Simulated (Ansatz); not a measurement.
# CH2ClF: the cost of one run

All numbers are computed with Ansatz 0.2.0 through its Python package. The levels of theory stand in the script.

## Step 1: Starting point

Bond lengths: F1–C2 1.308 Å, C2–Cl3 1.778 Å, C2–H4 1.140 Å, C2–H5 1.101 Å. Angles: F1–C2–Cl3 109.3°, F1–C2–H4 109.3°, F1–C2–H5 111.1°, Cl3–C2–H4 111.2°, Cl3–C2–H5 108.6°, H4–C2–H5 107.4°.

No structure file is read: the coordinates are typed or built in the script.

## Step 2: The code

The input, run_methods.py:

```python
from pathlib import Path
import warnings

import ansatz as az
from ase import Atoms
import numpy as np

warnings.simplefilter("ignore", az.DeckWarning)

atoms = Atoms(["F", "C", "Cl", "H", "H"], positions=[
    (-0.9536, 0.5119, 0.7304),
    (0.0713, 0.0717, 0.0482),
    (-0.456, -1.2475, -1.0202),
    (0.8802, -0.2809, 0.7699),
    (0.5081, 0.8712, -0.5698),
])
system = az.Crystal.molecule_from_ase(atoms)

setup = (
    system.calculation()
    .basis(gaussian="cc-pVDZ")
    .accuracy("high")
)

print("functional    E (Ha)        dipole (D)   HOMO (eV)  LUMO (eV)")
for name in ["cam_b3lyp", "lda", "r2scan0", "hf", "r2scan"]:
    summary = setup.functional(name).forces().orbitals().run(runs_dir="runs").report
    lines = Path(summary["orbitals_path"]).read_text().splitlines()
    field_of = lambda key: [line.split("=")[1].strip() for line in lines if line.startswith(key)]
    orbitals = [(27.211386 * float(e), s, float(n)) for e, s, n in zip(field_of("Ene="), field_of("Spin="), field_of("Occup="))]
    homo = max(e for e, _, n in orbitals if n > 0.5)
    lumo = min(e for e, _, n in orbitals if n < 0.5)
    dipole = 4.803205 * np.linalg.norm(summary["charge_distribution"]["dipole_moment_e_ang"])
    print(f"{name:10s} {summary['free_energy_ev'] / 27.211386246:14.6f} {dipole:9.3f} {homo:11.3f} {lumo:10.3f}")
```

## Step 3: The run

The run is started by

```bash
python run_methods.py
```

Q: Estimate wall time and peak memory on 1 thread of Arm Neoverse V2, shared host.

About 20 s, with a peak of 0.26 GiB.
